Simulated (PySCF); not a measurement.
**Mg: ionisation energy**

Mg [Ne] 3s2 (1S) → Mg⁺ [Ne] 3s1 (2S), as a difference of total energies. Calculation: PySCF 2.14, in aug-cc-pCVTZ-DK (8s7p5d3f, 75 functions); scalar relativity by spin-free X2C-1e. Correlated levels: valence and next inner shell: 1s2 frozen. The calculations carry no spin-orbit coupling.

```
                                method  ionisation energy (eV)
                                   UHF                   6.616
    MP2 (valence and next inner shell)                   7.381
SCS-MP2 (valence and next inner shell)                   7.484
   CCSD (valence and next inner shell)                   7.576
CCSD(T) (valence and next inner shell)                   7.609
```

**Question.** How much does correlation contribute at CCSD(T) (valence and next inner shell)?

**Answer.** 7.609 − (6.616) = 0.993 eV, measured against UHF.

Errors of the correlated levels include the incompleteness of this basis and the frozen core.

For comparison: 7.646 eV (measured; NIST Atomic Spectra Database, ionization energies).
